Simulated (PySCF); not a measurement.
Gas-phase reaction: 3 Cl + 2 BH = BH₂Cl + BCl₂

Energies from PySCF (xtb for GFN2), thermal terms from the rigid-rotor harmonic-oscillator model, ideal gas at 1 bar. † marks an energy on the PBE0/def2-TZVP geometry and frequencies; other levels use their own. MP2 and CCSD(T) freeze the core. 6-31G* has spherical d functions here. Open shells (unrestricted): Cl (multiplicity 2, electronic degeneracy 6), BCl₂ (multiplicity 2); the rest are closed-shell singlets. GFN2 has no spin-polarisation term. Spin-orbit splitting is ignored; it lowers the true energy and changes the entropy of Cl. B3LYP is the form with VWN-RPA correlation. BH₂Cl: computed as isolated molecules; such fragments, hydroxides, amides, oligomers or adducts are transient or little studied in the gas. MP2 isn't extrapolated to the basis-set limit; its ΔH°(298 K) is -1403.8 kJ in def2-SVP and -1430.4 kJ in def2-TZVPP. CCSD(T) isn't extrapolated to the basis-set limit; its ΔH°(298 K) is -1304.6 kJ in def2-SVP and -1319.1 kJ in def2-TZVPP. The harmonic model lacks anharmonicity and excited electronic states, which grow with temperature; levels with a mode under 35 cm⁻¹ are left out.

```
level              ΔE electronic, kJ  ΔH°(298 K), kJ  ΔS°(298 K), J/K  ΔG°(1400 K), kJ
-----------------  -----------------  --------------  ---------------  ---------------
B3LYP/6-31G*                   -1393           -1367             -343             -867
BLYP/def2-TZVP†                -1382           -1357             -344             -856
CCSD(T)/def2-SVP†              -1330           -1305             -344             -804
GFN2-xTB                       -1473           -1455             -341             -961
MP2/def2-TZVPP†                -1456           -1430             -344             -930
PBE0/def2-QZVP†                -1465           -1439             -344             -939
PBE0/def2-TZVP                 -1466           -1441             -344             -940
LDA/def2-TZVP†                 -1677           -1652             -344            -1151
```
ΔH° is lowest at LDA/def2-TZVP† and highest at CCSD(T)/def2-SVP†. No reference value is set beside these.
